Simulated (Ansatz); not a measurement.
One change: `C#CF` becomes `C#CN`.

Ansatz, PBE0-D4/def2-TZVP geometries, multiplicity 1. Each molecule was computed in one conformer, which needn't be the lowest.

| property | `C#CF` |
| --- | --- |
| ideal-gas entropy at 298 K and 1 bar (rigid rotor, harmonic PBE0-D4/def2-TZVP) / J/(mol·K) | 229 |
| HOMO–LUMO gap (PBE0/def2-TZVPP) / eV | 9.60 |
| HOMO–LUMO gap (B3LYP/def2-TZVPP) / eV | 8.96 |
| LUMO energy (PBE/def2-TZVPP) / eV | 0.20 |
| HOMO energy (ωB97M-V/def2-TZVPP) / eV | -10.62 |
| HOMO–LUMO gap (PBE/def2-TZVPP) / eV | 7.15 |

Problem. What does the change do to each property? (Best estimate.)

Solution. Ansatz gave: 
| property | `C#CN` | shift |
| --- | --- | --- |
| ideal-gas entropy at 298 K and 1 bar (rigid rotor, harmonic PBE0-D4/def2-TZVP) / J/(mol·K) | 254 | 25 |
| HOMO–LUMO gap (PBE0/def2-TZVPP) / eV | 7.34 | -2.26 |
| HOMO–LUMO gap (B3LYP/def2-TZVPP) / eV | 6.72 | -2.24 |
| LUMO energy (PBE/def2-TZVPP) / eV | -0.04 | -0.24 |
| HOMO energy (ωB97M-V/def2-TZVPP) / eV | -8.77 | 1.85 |
| HOMO–LUMO gap (PBE/def2-TZVPP) / eV | 5.24 | -1.91 |

With PBE0 the HOMO rises by 1.78 eV and the LUMO falls by 0.48 eV, so the gap narrows by about 2.26 eV. PBE moves the HOMO by 1.67 eV and ωB97M-V by 1.85 eV. The zero-point energy changes by 62.6 kJ/mol with +5 modes.

B3LYP here is the variant with VWN-RPA as its local correlation; programs differ in this.
